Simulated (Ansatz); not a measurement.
# C2H4O2: one species, many methods

One table from this session's results is given with a row withheld; the runs are named, their logs left out.

Computed with Ansatz 0.2.0, Gaussian basis. Level: functionals in def2-TZVPP, the program's frozen cores in correlated methods.

Plan: LDA (SPW92), PBE-D4, revPBE-D4, BLYP-D4, r2SCAN-D4, B97M-V, PBE0-D4, B3LYP-D4, r2SCANh-D4, r2SCAN0-D4, HSE06-D4, BHLYP-D4, CAM-B3LYP-D4, LC-ωPBE, ωB97X-V, ωB97M-V, B2PLYP, PBE-QIDH; CCSD(T)/def2-SVP; CCSD(T)/def2-TZVPP; MP2/def2-QZVPP; extrapolation to the limit; RPA on PBE.

## Structure used throughout

The geometry comes from an earlier relaxation with PBE0-D4 in a triple-zeta def2 set; it is a stationary point, not always the lowest conformer.

SMILES `C=C(O)O`, 8 atoms, charge 0, spin multiplicity 1.

Atoms are counted from 1 here; the program's logs count them from 0.

Bond lengths: C1–C2 1.330 Å, C1–H5 1.079 Å, C1–H6 1.080 Å, C2–O3 1.340 Å, C2–O4 1.354 Å, O3–H7 0.963 Å, O4–H8 0.961 Å. Angles: C2–C1–H5 119.9°, C2–C1–H6 120.8°, H5–C1–H6 119.3°, C1–C2–O3 123.4°, C1–C2–O4 126.2°, O3–C2–O4 110.4°, C2–O3–H7 108.1°, C2–O4–H8 109.1°.

The first run:

Contents of in.yaml:

```yaml
crystal:
  periodic: [false, false, false]
  atoms:
    - {symbol: C, position_ang: [-0.861889, 0.309230, -0.656581]}
    - {symbol: C, position_ang: [0.226356, 0.062695, 0.067551]}
    - {symbol: O, position_ang: [1.269637, 0.899839, 0.139366]}
    - {symbol: O, position_ang: [0.450105, -1.036752, 0.824647]}
    - {symbol: H, position_ang: [-0.934017, 1.222954, -1.225146]}
    - {symbol: H, position_ang: [-1.679721, -0.396071, -0.683778]}
    - {symbol: H, position_ang: [1.929712, 0.505158, 0.718789]}
    - {symbol: H, position_ang: [-0.307985, -1.624252, 0.759253]}
basis:
  gaussian: {orbitals: def2-TZVPP}
hamiltonian: {xc: lda}
output: {orbitals: {seedname: orbitals}}
```

Steps of the session up to this table: LDA; PBE-D4 (GGA); revPBE-D4 (GGA); BLYP-D4 (GGA); r2SCAN-D4 (meta-GGA); B97M-V (meta-GGA); PBE0-D4 (hybrid); B3LYP-D4 (hybrid); r2SCANh-D4 (hybrid); r2SCAN0-D4 (hybrid); HSE06-D4 (hybrid); BHLYP-D4 (hybrid); CAM-B3LYP-D4 (range-separated); LC-ωPBE (range-separated); ωB97X-V (range-separated); ωB97M-V (range-separated); B2PLYP (double hybrid); PBE-QIDH (double hybrid).

One of the session's tables, all rows but one given; the rest of the session is left out.

It belongs to the step «Orbital energies across the functionals». 

```
  functional  HOMO (eV)  LUMO (eV)  gap (eV)
 LDA (SPW92)      -5.28      -0.27      5.01
      PBE-D4      -5.08      -0.13      4.96
   revPBE-D4      -5.01      -0.05      4.96
     BLYP-D4      -4.97      -0.20      4.76
   r2SCAN-D4      -5.30       0.66      5.96
      B97M-V          ?          ?         ?
     PBE0-D4      -6.32       0.77      7.09
    B3LYP-D4      -6.12       0.36      6.48
  r2SCANh-D4      -5.77       0.92      6.69
  r2SCAN0-D4      -6.47       1.29      7.76
    HSE06-D4      -5.92       0.40      6.32
    BHLYP-D4      -7.44       1.38      8.83
CAM-B3LYP-D4      -7.71       1.51      9.22
     LC-ωPBE      -9.06       2.92     11.99
     ωB97X-V      -8.68       2.71     11.39
     ωB97M-V      -8.59       2.23     10.82
```

Estimate the missing values for B97M-V.

The run gave: HOMO (eV): -5.33; LUMO (eV): 0.16; gap (eV): 5.49. In the column «HOMO (eV)» it lies between r2SCANh-D4 (-5.77) and r2SCAN-D4 (-5.30).
